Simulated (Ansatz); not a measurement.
## GeAsH₃ (H-bridged), singlet in cc-pVTZ: errors against RCCSDT(Q)

Geometry: a PBE0/def2-TZVP stationary point for this spin, not checked as a minimum.

```xyz
5

Ge   -0.0184    0.0000    1.1160
As   -0.0047    0.0000   -1.1350
H     1.3379    0.0000   -0.1370
H     0.1701    1.2375    2.0381
H     0.1701   -1.2375    2.0381
```

Basis cc-pVTZ; Ansatz 0.2.0. Only valence electrons are correlated (noble-gas cores and the filled d shells of p-block atoms frozen), which leaves 12 electrons in 100 orbitals. R marks a restricted (for open shells ROHF) determinant. Active spaces: valence = (12e, 11o) chosen from the atoms' valence shells. No spin–orbit coupling is included, and no scalar relativity.

Full CI isn't at hand for all of this; RCCSDT(Q) serves as the reference, and is uncertain by about the last step of the cluster series.

```
UHF ⟨S²⟩                          : 0.000
T1 diagnostic (RCCSD)             : 0.0151
largest doubles amplitude (RCCSD) : 0.048
```

| level | E − E(RCCSDT(Q)) (kJ/mol) | share of correlation (%) | wall time |
| --- | --- | --- | --- |
| RHF | 780.4 | 0.00 | – |
| RMP2 | 127.5 | 83.66 | – |
| RCCSD | 39.0 | 95.00 | – |
| RCCSD(T) | 5.3 | 99.32 | 23 s |
| BCCD(T) | 5.1 | 99.35 | 2.4 s (H100) |
| RCCSDT | 2.1 | 99.73 | – |
| CASSCF (valence space) | 555.1 | 28.87 | – |
| NEVPT2 (valence space) | 124.1 | 84.10 | 7.5 s (H100) |

The correlation energy at RCCSDT(Q), counted from RHF, is -8.088 eV. That run took 7 s on 2 threads of AMD EPYC 7R13 with a shared H100 80 GB, shared host.

Times hold each run's SCF and search for its determinant on a shared host, so for small cases they say little of a method's own cost; rows without a card ran on 1 thread of AMD EPYC 7R13.

Natural occupations of CASSCF (valence space) about the gap: 1.985 1.984 1.971 1.955 1.946 0.051 0.037 0.031 0.029 0.019; effectively unpaired electrons, Σ n²(2−n)², 0.05.

Atomization energy (electronic, same basis, no zero-point term; atoms at the same level, unrestricted beside the R rows where the molecule is a closed shell, but restricted open-shell past Ca, as are all atoms' steps beyond CCSDT(Q)) at RCCSDT(Q): 968.6 kJ/mol. Errors of other levels:

```
                 level  error (kJ/mol)
                   RHF          -358.7
                  RMP2           -35.7
                 RCCSD           -23.2
              RCCSD(T)            -2.1
               BCCD(T)            -1.9
                RCCSDT            -1.8
CASSCF (valence space)          -165.5
NEVPT2 (valence space)           -41.8
```

This basis is far from its limit, so the value isn't to be set against a measured one.
